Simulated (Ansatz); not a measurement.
# Relaxing Hf2Sc

The calculation used DFT PBE, scalar-relativistic, plane waves, PAW in Ansatz.

The start puts Hf2Sc on the AlB2 structure type (P6/mmm, No. 191), with Sc in place of Al, Hf in place of B, at a guessed volume.

Input of the last, converged step (default PAW datasets):

```yaml
crystal:
  lattice:
    - [4.9967289215, 0.0, 0.0]
    - [-2.4983644608, 4.3272941819, 0.0]
    - [0.0, 0.0, 3.1420041004]
  atoms:
    - { symbol: Hf, position: [0.3333333333, 0.6666666667, 0.5] }
    - { symbol: Hf, position: [0.6666666667, 0.3333333333, 0.5] }
    - { symbol: Sc, position: [0.0, 0.0, 0.0] }
basis:
  ecutwfc: 420
kpoints:
  mp_grid: { grid: [12, 12, 14] }
hamiltonian:
  xc: pbe
scf:
  occupations: { method: gaussian, width: 0.1 }
output:
  forces: true
  stress: true
  eigenvalues: true
relax:
  adjacent_minimum: "off"
  f_tol: 0.01
  max_steps: 80
  cell: { stress_tol: 0.05 }
```

Launched as:

```bash
ansatz run input.yaml --threads 1 --pin off --max-ram 2560MiB --backend cpu --events-out ev --progress --plain --runs-dir out
```

The run took 78 s on 1 thread of Arm Neoverse V2 (shared host), peak memory 0.56 GiB.

The program printed at the end:

```
SCF converged after 5 iterations
Free energy (F): -33578.284969 eV
Harris-Foulkes:  -33578.284969 eV  (|F-HF|=7.28e-12)
Internal energy: -33578.268073 eV  (E = F + TS)
E sigma→0 (E₀):  -33578.276521 eV
Entropy (-TS):   -0.016897 eV (-5.632 meV/atom)
Fermi energy:    16.220638 eV
--- Per-component energies (eV) ---
  E_band       = -190.263831
  E_kinetic    = 1111.945135
  E_local      = -12182.339120  (includes V_loc(G=0)·N_el)
  E_nonlocal   = -2406.894360
  E_hartree    = 5610.659457
  E_xc         = -705.205657
  E_vxc        = -662.456979  (∫ρ·V_xc dr)
  E_paw        = -14810.753150  (= ΣΔE_a)
  E_vpaw       = 2728.162534  (= ΣTr[D̂ρ^β])
  E_aug_tail   = 0.000007  (compensation charges beyond the density's cutoff)
  E_ewald      = -10195.680385
  E_smearing   = -0.016897  (= −TS)
  E_closure    =  0.000000  (closes the sum)
  Σ components = -33578.284969   (vs F -33578.284969, Δ=0.00e0)
--- Forces (eV/Å), atoms counted from 1 ---
  atom   1  Hf     0.00000000     0.00000000     0.00000000
  atom   2  Hf     0.00000000     0.00000000     0.00000000
  atom   3  Sc     0.00000000     0.00000000     0.00000000
  max |Σ_I F_I| component: 1.85e-17 eV/Å
--- Stress (GPa, compression-positive) ---
        0.000136       0.000000       0.000000
        0.000000       0.000136       0.000000
        0.000000       0.000000      -0.002791
  P = ⅓ Tr σ = -0.0008 GPa (-0.008 kbar)
--- Relaxed structure (3 steps of the walk, 2 accepted, 1 SCFs on fresh bases) ---
  F+E_penalty+E_count = -33578.28496943 eV   max|allowed force component| = 1.604e-16 eV/Å   (the final SCF, on the basis selected at the relaxed cell)
  cell:  # Å, volume = 67.7422 Å³
    - [4.995108, 0.000000, 0.0]
    - [-2.497554, 4.325890, 0.0]
    - [0.0, 0.0, 3.135010]
  atoms:
    - { symbol: Hf, position: [0.333333, 0.666667, 0.5] }
    - { symbol: Hf, position: [0.666667, 0.333333, 0.5] }
    - { symbol: Sc, position: [0.000000, 0.000000, 0.0] }
```

Total energies depend on the potentials used, so only differences within one code and one set of settings carry meaning.

The result has space group P6/mmm (No. 191). Hf has 3 Hf at 2.88 Å, 2 Hf at 3.14 Å and 6 Sc at 3.28 Å; Sc is coordinated by 2 Sc at 3.14 Å and 12 Hf at 3.28 Å.

Against the elements it lies at 0.09 eV/atom. The zero of energy is the elements' standard structures at the same level; no fitted shifts are applied.

The k mesh leaves about 4 meV/atom of noise in metals. Spin–orbit coupling is left out.

Symmetry constrained the relaxation, so the result can be a saddle point.